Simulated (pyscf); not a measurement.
Thermochemistry of product channels of H₃Si–SiH(SiH₃)–SiH₃ + F atom (F•) on the doublet surface, in kJ/mol, from ωB97M-D3(BJ)/def2-TZVP energies (ideal gas, 1 atm, RRHO with modes under 100 cm⁻¹ raised to 100, one conformer, R ln 2 for chiral ones without a mode under 150 cm⁻¹). Single points on ωB97X-D3(BJ)/def2-SVP structures (PySCF, gas phase).

| products | ΔE | ΔH(298 K) | ΔG(298 K) | ΔG(900 K) |
|---|---|---|---|---|
| F–SiH(SiH₃)–SiH₃ + silyl (SiH₃•) | -274.8 | -278.5 | -289.4 | -306.9 |
| H₃Si–SiH•–SiH₃ + F–SiH₃ | -317.0 | -316.5 | -328.1 | -345.0 |

These are energies of the channels, which say nothing of barriers. Left out: orbital degeneracy and the spin-orbit lowering of F.
